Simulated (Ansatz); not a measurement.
Input file:

```yaml
crystal:
  periodic: [false, false, false]
  atoms:
    - {symbol: O, position_ang: [0.000000, 0.000000, 0.000000]}
    - {symbol: Se, position_ang: [0.000000, 0.000000, 1.632800]}
basis:
  gaussian: {orbitals: cc-pVDZ}
total_charge: 1
magnetization: {spin_polarized: true, initial_magnetization: 7}
correlation: {method: ccsd_t, electrons: outside_noble_gas}
accuracy: high
output: {forces: true}
```

```sh
$ ansatz run in.yaml --threads 1 --pin off --events-out ev --progress --plain --max-ram 2393MiB
```

Task: How does this run end?

Result: Converged. The settings were drawn as a stress test.
```
747 factors; integrals over basis functions are off by at most 4.6e-9 eV
mean field evaluation 1: about -67301.4765 eV, gradient 9.3e0 eV
mean field evaluation 2: about -67301.7771 eV, gradient 9.5e0 eV
mean field evaluation 4: about -67302.4652 eV, gradient 1.9e0 eV
mean field evaluation 8: about -67302.6606 eV, gradient 3.0e-1 eV
mean field evaluation 16: about -67302.6664 eV, gradient 1.4e-6 eV
mean field evaluation 32: about -67302.0624 eV, gradient 2.3e0 eV
mean field evaluation 64: about -67300.9724 eV, gradient 4.6e-4 eV
mean field evaluation 96: about -67299.5402 eV, gradient 1.8e0 eV
mean field evaluation 128: about -67292.8653 eV, gradient 3.6e-1 eV
mean field evaluation 160: about -67300.7926 eV, gradient 1.9e0 eV
mean field evaluation 192: about -67299.6869 eV, gradient 8.5e-4 eV
mean field -67302.66639333 eV, -2473.3273705693 hartree, gradient 3.5e-8 eV, S^2 15.761833; 4 other end points of the search recorded, 0 dependent functions left out
determinant -67302.66639333 eV, -2473.3273705693 hartree, with singles and doubles -67307.50656158 eV, -2473.5052434714 hartree
determinant -67300.97240711 eV, -2473.2651177238 hartree, with singles and doubles -67304.95666613 eV, -2473.4115365419 hartree
determinant -67300.58681374 eV, -2473.2509474288 hartree, with singles and doubles -67304.84340370 eV, -2473.4073742245 hartree
determinant -67299.68693586 eV, -2473.2178775266 hartree, with singles and doubles -67304.17386136 eV, -2473.3827689973 hartree
15 core orbitals not correlated: weight in the atoms' cores, before any rotation towards them, 0.999 or more for the frozen orbitals, at most 0.001 for the correlated occupied ones
reference -67302.66639333 eV, -2473.3273705693 hartree; 9, 2 occupied and 17, 24 virtual orbitals, 747 factors
second order -4.07393022 eV of doubles, -0.00000000 eV of singles
cycle   1  -4.84024828 eV  change   -8.0e-5 eV  update   1.0e-3
cycle   2  -4.84087945 eV  change   -6.3e-4 eV  update   7.2e-4
cycle   3  -4.84091899 eV  change   -4.0e-5 eV  update   1.7e-4
cycle   4  -4.84090351 eV  change    1.5e-5 eV  update   6.8e-5
cycle   5  -4.84097190 eV  change   -6.8e-5 eV  update   2.0e-5
cycle   6  -4.84100259 eV  change   -3.1e-5 eV  update   8.1e-6
cycle   7  -4.84100679 eV  change   -4.2e-6 eV  update   2.3e-6
cycle   8  -4.84100594 eV  change    8.5e-7 eV  update   8.8e-7
cycle   9  -4.84100584 eV  change    1.0e-7 eV  update   2.6e-7
cycle  10  -4.84100607 eV  change   -2.3e-7 eV  update   1.1e-7
cycle  11  -4.84100613 eV  change   -6.9e-8 eV  update   3.5e-8
cycle  12  -4.84100614 eV  change   -7.7e-9 eV  update   1.5e-8
cycle  13  -4.84100611 eV  change    3.1e-8 eV  update   6.8e-8
cycle  14  -4.84100615 eV  change   -3.9e-8 eV  update   2.8e-8
cycle  15  -4.84100615 eV  change   -1.0e-9 eV  update   8.3e-9
cycle  16  -4.84100615 eV  change   -2.2e-9 eV  update   3.3e-9
cycle  17  -4.84100615 eV  change  -6.5e-10 eV  update   1.4e-9
cycle  18  -4.84100615 eV  change  -3.8e-10 eV  update  5.3e-10
perturbative correction -0.09890095 eV, -0.0036345429 hartree
the calculation of the forces begins
Total energy: -67307.60630044 eV, -2473.5089088070 hartree
Atom 0 at     0.000000     0.000000     0.000000 Å, force     0.000000     0.000000   -26.619203 eV/Å
Atom 1 at     0.000000     0.000000     1.632800 Å, force    -0.000000    -0.000000    26.619203 eV/Å
Dipole moment:     0.000000    -0.000000    -0.427596 e Å
```
